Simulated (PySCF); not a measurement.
Compound: C5H7N.
SMILES: `C1C([C@H]1N=C)=C`

Torsions of this conformer, `[CH2:1]=[N:2][C@H:3]1[CH2:4][C:5]1=[CH2:6]`: C1–N2–C3–C4 152°.

The closed-shell ground state was solved at several levels (PySCF, density fitting, gas phase, non-relativistic). Isolated species at its GFN2-xTB geometry (one conformer only).

```tsv
level	basis functions	total energy (Eh)	HOMO (eV)	LUMO (eV)	gap (eV)	dipole (D)
PBE0/pcSseg-1	137	-249.0630	-7.29	-0.34	6.95	1.33
B3LYP/pcJ-1	232	-249.4098	-7.06	-0.56	6.50	1.29
```

**Question.** What might B3LYP/def2-SVPD (176 basis functions) give for the same quantities?

**Answer.** Total energy -249.2291 Eh, HOMO -7.11 eV, LUMO -0.71 eV, gap 6.40 eV, dipole 1.33 D.

**Question.** Over all these levels, which gives the widest orbital gap and which the narrowest?

**Answer.** PBE0/pcSseg-1 (global hybrid, 25 % exact exchange) has the widest, 6.95 eV, and B3LYP/def2-SVPD (global hybrid, 20 % exact exchange) the narrowest, 6.40 eV. Functional and basis both differ between the two, so the spread mixes both effects.

**Question.** How far do the dipole and the HOMO energy spread over the levels?

**Answer.** The dipole runs from 1.29 to 1.33 D (mean 1.32 D) and the HOMO from -7.29 to -7.06 eV.
